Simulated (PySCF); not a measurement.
# C5H7F: the cost of one run

The runs use PySCF 2.14.0, with density-fitted response routines of our own; the level of theory stands in each step. All values are computed, except where a source is named. Atoms are numbered from 0 throughout.

### 1 Starting geometry

13 atoms, charge 0, multiplicity 1; geometry from: GFN2-xTB. The atoms were then displaced at random by about 0.01 Å, so the start is not that level's minimum.

Bonds of the start (Å): C0–C1 1.52, C1–C2 1.45, C2–C3 1.35, C3–C4 1.47, C4–F5 1.40, C4–C2 1.50, C0–H6 1.09, C0–H7 1.10, C0–H8 1.06, C1–H9 1.09, C1–H10 1.09, C3–H11 1.07, C4–H12 1.06.

### 2 Relaxing the molecule at PBE0-D3(BJ)/def2-SVP

The job: settings as JSON, then the geometry in Å.

```
{"job": {"xc": "PBE0", "basis": "def2-SVP", "d3": "d3bj", "grid": 1, "shake": 0.01, "kind": "geom"}, "charge": 0, "multiplicity": 1}
C     -1.804380    -0.120940     0.529650
C     -0.813160     0.266460    -0.553130
C      0.544620    -0.047720    -0.148720
C      1.470880    -0.483270     0.728140
C      1.986490     0.018920    -0.552830
F      2.606990     1.274730    -0.547260
H     -1.611010     0.453820     1.440110
H     -2.815570     0.150800     0.186580
H     -1.778130    -1.153370     0.766200
H     -0.863110     1.339010    -0.763080
H     -1.035910    -0.265220    -1.472840
H      1.688510    -0.877280     1.693600
H      2.429600    -0.572840    -1.316740
```

Run with:

```console
OMP_NUM_THREADS=1 python probes_run.py task.json out
```

The driver reads the jobs from task.json and runs them one after another.

Q: Estimate the wall time and peak memory of this first job on 1 thread of Arm Neoverse V2, shared host.

About 30 s, with a peak of 0.5 GiB.
